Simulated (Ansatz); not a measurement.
# C₂H₄Si: a ladder of functionals and wavefunction methods

Aim: compute C₂H₄Si with functionals from several rungs and with coupled cluster, and see how far each lands from CCSD(T) at the basis-set limit for the atomisation energy.

Program: Ansatz 0.2.0, Gaussian basis. Level of theory: functionals in def2-TZVPP, the program's frozen cores in correlated methods. These are calculated values, not measurements.

Levels to be run: LDA (SPW92), PBE-D4, revPBE-D4, BLYP-D4, r2SCAN-D4, B97M-V, PBE0-D4, B3LYP-D4, r2SCANh-D4, r2SCAN0-D4, HSE06-D4, BHLYP-D4, CAM-B3LYP-D4, LC-ωPBE, ωB97X-V, ωB97M-V, B2PLYP, PBE-QIDH; CCSD(T)/def2-SVP; CCSD(T)/def2-TZVPP; MP2/def2-QZVPP; extrapolation to the limit; RPA on PBE.

## (1) The relaxed structure

An earlier PBE0-D4 in a triple-zeta def2 set relaxation fixed the geometry.

SMILES `C1=C[SiH2]1`, 7 atoms, charge 0, spin multiplicity 1.

Atoms are counted from 1 here; the program's logs count them from 0.

Bond lengths: C1–C2 1.330 Å, C1–Si3 1.808 Å, C1–H4 1.083 Å, C2–Si3 1.808 Å, C2–H5 1.083 Å, Si3–H6 1.482 Å, Si3–H7 1.482 Å. Angles: C2–C1–Si3 68.4°, C2–C1–H4 135.9°, Si3–C1–H4 155.7°, C1–C2–Si3 68.4°, C1–C2–H5 135.9°, Si3–C2–H5 155.7°, C1–Si3–C2 43.2°, C1–Si3–H6 121.6°, C1–Si3–H7 121.6°, C2–Si3–H6 121.6°, C2–Si3–H7 121.6°, H6–Si3–H7 111.4°.

As a file:

| atom | x (Å) | y (Å) | z (Å) |
| --- | --- | --- | --- |
| C1 | -0.84133 | -0.46458 | -0.26270 |
| C2 | 0.29994 | -0.28212 | -0.92094 |
| Si3 | 0.36095 | 0.44862 | 0.73118 |
| H4 | -1.79168 | -0.94005 | -0.47175 |
| H5 | 0.68338 | -0.54436 | -1.89928 |
| H6 | 0.24639 | 1.91204 | 0.93818 |
| H7 | 1.10355 | -0.19755 | 1.83960 |

## (2) LDA

This LDA is Slater exchange with PW92 correlation.

The input, in.yaml:

```yaml
crystal:
  periodic: [false, false, false]
  atoms:
    - {symbol: C, position_ang: [-0.841334, -0.464576, -0.262696]}
    - {symbol: C, position_ang: [0.299938, -0.282121, -0.920942]}
    - {symbol: Si, position_ang: [0.360954, 0.448616, 0.731181]}
    - {symbol: H, position_ang: [-1.791683, -0.940047, -0.471751]}
    - {symbol: H, position_ang: [0.683382, -0.544362, -1.899278]}
    - {symbol: H, position_ang: [0.246391, 1.912040, 0.938184]}
    - {symbol: H, position_ang: [1.103554, -0.197550, 1.839603]}
basis:
  gaussian: {orbitals: def2-TZVPP}
hamiltonian: {xc: lda}
output: {orbitals: {seedname: orbitals}}
```

Command:

```sh
ansatz run in.yaml --threads 2 --pin off --events-out ev --progress --plain --max-ram 4352MiB
```

Further steps of the session: PBE-D4 (GGA); revPBE-D4 (GGA); BLYP-D4 (GGA); r2SCAN-D4 (meta-GGA); B97M-V (meta-GGA); PBE0-D4 (hybrid); B3LYP-D4 (hybrid); r2SCANh-D4 (hybrid); r2SCAN0-D4 (hybrid); HSE06-D4 (hybrid); BHLYP-D4 (hybrid); CAM-B3LYP-D4 (range-separated); LC-ωPBE (range-separated); ωB97X-V (range-separated); ωB97M-V (range-separated); B2PLYP (double hybrid); PBE-QIDH (double hybrid); CCSD(T) in def2-SVP; CCSD(T) in def2-TZVPP; MP2 in def2-QZVPP; RPA on PBE orbitals.

**Question.** What will the summary of the whole plan be? Wanted: atomisation energy, CCSD(T)/CBS; farthest beyond LDA; mean size of error, GGA; mean size of error, meta-GGA; mean size of error, hybrid; mean size of error, range-separated; mean size of error, double hybrid; gap, smallest and largest; T1 diagnostic.

**Answer**, as computed:

```
                               quantity                                                                               value
        atomisation energy, CCSD(T)/CBS                                                                       2571.3 kJ/mol
 functionals within 12.9 kJ/mol (0.5 %)  revPBE-D4, BLYP-D4, B3LYP-D4, r2SCANh-D4, CAM-B3LYP-D4, LC-ωPBE, ωB97X-V, PBE-QIDH
                    farthest beyond LDA                                                             BHLYP-D4 (-65.5 kJ/mol)
                mean size of error, GGA                                                                         22.2 kJ/mol
           mean size of error, meta-GGA                                                                         18.6 kJ/mol
             mean size of error, hybrid                                                                         19.5 kJ/mol
    mean size of error, range-separated                                                                          8.8 kJ/mol
      mean size of error, double hybrid                                                                         14.0 kJ/mol
              gap, smallest and largest                                           4.83 eV (LDA (SPW92)), 12.28 eV (LC-ωPBE)
                          T1 diagnostic                                                                              0.0128
triples share of the correlation energy                                                                               4.6 %
```

What this shows: LDA overbinds by 352.9 kJ/mol (14 %). PBE-D4 misses by +51.7 kJ/mol. Double hybrids carry the basis error of their MP2 part in triple zeta, and no dispersion term here, so their miss is partly the set-up's. By mean error the best rung here is range-separated (8.8 kJ/mol) and the worst beyond LDA is GGA (22.2 kJ/mol). The gap between the best rungs is small, so their order is not settled. The reference freezes the cores and leaves out relativity and excitations past (T), so misses under about 12.9 kJ/mol can't be ranked. Hartree-Fock recovers 74 % of the binding; the rest is correlation. CCSD(T) in def2-SVP is off by -136.5 kJ/mol, more than most functionals: a good method in a small basis is no reference. Orbital gaps span 4.8 to 12.3 eV; exact exchange widens them.
